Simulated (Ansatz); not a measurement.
# HMgO: the cost of one run

Computed with the Python package of Ansatz 0.2.0. Level of theory: PBE0/def2-SVP.

### 1 The structure

Bond lengths: O1–Mg2 1.968 Å, O1–H3 1.078 Å. Angles: Mg2–O1–H3 105.1°.

The script holds or builds the structure itself.

### 2 The code

File run_relaxed_scan.py:

```python
"""One bond of HMgO held at set lengths while the rest relaxes."""

import ansatz as az
import numpy as np

geometry_ang = [
    ("O", [-0.3255, -0.5461, -0.2458]),
    ("Mg", [1.2459, 0.1647, 0.7026]),
    ("H", [-0.9313, 0.3165, -0.47]),
]
mol = az.Crystal.molecule()
for symbol, xyz in geometry_ang:
    mol = mol.atom(symbol, xyz)

model = (
    mol.calculation()
    .basis(gaussian="def2-SVP")
    .functional("PBE0")
    .spin("collinear", total=1)
)
symbols = [site.symbol for site in mol.cartesian_sites]
pairs = [(0, 1), (0, 2)]
print("held (A)   E (eV)        ", "  ".join(f"{symbols[i]}{i}-{symbols[j]}{j}" for i, j in pairs))
for length in [1.81, 1.97, 2.13, 2.36, 2.66]:
    summary = model.relax(constraints=[az.DistanceConstraint((0, 1), at=length)], force_tolerance=0.02, max_steps=60).run().report
    xyz = np.array(summary["positions_ang"])
    print(f"{length:6.2f} {summary['free_energy_ev']:14.5f}  ", "  ".join(f"{np.linalg.norm(xyz[i] - xyz[j]):.3f}" for i, j in pairs))
```

### 3 The calls as engine input

The package turns the script's settings into the engine's input (first run):

```yaml
crystal:
  periodic: [false, false, false]
  atoms:
    - { symbol: O, position_ang: [-0.3255, -0.5461, -0.2458] }
    - { symbol: Mg, position_ang: [1.2459, 0.1647, 0.7026] }
    - { symbol: H, position_ang: [-0.9313, 0.3165, -0.47] }
basis:
  gaussian:
    orbitals: def2-SVP
hamiltonian:
  xc: pbe0
magnetization:
  spin_polarized: true
  initial_magnetization: 1.0
relax:
  f_tol: 0.02
  max_steps: 60
  constraints:
    - { distance: [0, 1], at: 1.81 }
```

### 4 Launch

Launch:

```
$ python run_relaxed_scan.py
```

Q: Estimate wall time and peak memory on 1 thread of Arm Neoverse V1, shared host.

About 46 s, with a peak of 0.19 GiB.
